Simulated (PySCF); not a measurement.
CH3Cl, SMILES CCl. Atoms are numbered in the order given.

```xyz
5

C      0.0000     0.0000    -1.1338
Cl     0.0000     0.0000     0.6606
H      0.8925     0.5153    -1.4756
H      0.0000    -1.0306    -1.4756
H     -0.8925     0.5153    -1.4756
```

The structure is a stationary point at B3LYP-D3(BJ)/def2-TZVP.

Two levels are set side by side: PBE/pcSseg-2 (PySCF) and B3LYP/pcSseg-2 (PySCF). GIAO shifts against HCl (³⁵Cl), TMS (¹H), TMS (¹³C) at the same level; non-relativistic, no solvent, atoms listed together averaged. Without spin–orbit terms, shifts of atoms bonded to Cl or Br come out too high at both levels. Differences are taken from unrounded values.

```
quantity                   B3LYP
-------------------------  -----
δ(¹³C) of C1 (ppm)          33.2
δ(³⁵Cl) of Cl2 (ppm)        22.1
δ(¹H) of H3, H4, H5 (ppm)   3.13
```

Question: What does PBE give, and how far is it from B3LYP? (The exact figures need the calculation; the answer reports its results.)

Answer: 
```
quantity                    PBE  PBE minus B3LYP
-------------------------  ----  ---------------
δ(¹³C) of C1 (ppm)         33.0             -0.3
δ(³⁵Cl) of Cl2 (ppm)       33.6             11.5
δ(¹H) of H3, H4, H5 (ppm)  3.10            -0.03
```

Rough cost on one machine, each run with all the roots and properties that it gave: B3LYP against PBE within a factor of 2.
